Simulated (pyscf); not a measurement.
H₂S + Cl–Ge(Cl)(Cl)–Cl → HS–Ge(Cl)(Cl)–Cl + hydrogen chloride (HCl) (four-centre exchange; singlet surface; H–S, Cl–Ge broken, Ge–S, Cl–H formed). PySCF, gas phase, ωB97X-D3(BJ)/def2-SVP geometries. Energies in kcal/mol from the separated reactants.

```
level                   barrier  reaction energy
----------------------  -------  ---------------
ωB97X-D3(BJ)/def2-TZVP     29.8             +3.5
PBE/def2-TZVP              25.1             +3.8
PBE0-D3(BJ)/def2-TZVP         …             +3.5
M06-2X/def2-TZVP              …                …
ωB97M-D3(BJ)/def2-TZVP     33.5             +4.4
HF/def2-TZVP               56.5             +6.7
```

Question: Some entries are withheld; supply them.

Answer: 
- PBE0-D3(BJ)/def2-TZVP, barrier: 26.8
- M06-2X/def2-TZVP, barrier: 32.8
- M06-2X/def2-TZVP, reaction energy: +5.2

The functionals in the table span 8.3 kcal/mol in this barrier, from PBE to ωB97M-D3(BJ)/def2-TZVP. This is the saddle that the search found; another between the same sides may lie lower. Elements up to Kr have no core potential and no relativistic terms here.
